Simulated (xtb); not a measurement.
Species: H2O, SMILES `O` (charge 0, multiplicity 1).

Give a relaxed geometry from xtb with GFN2-xTB.

the end point of this relaxation (outside a Z-matrix the atoms follow the SMILES, hydrogens last).
Z-matrix (Å, degrees):
```
O
H 1 0.9593
H 1 0.9593 2 107.22
```
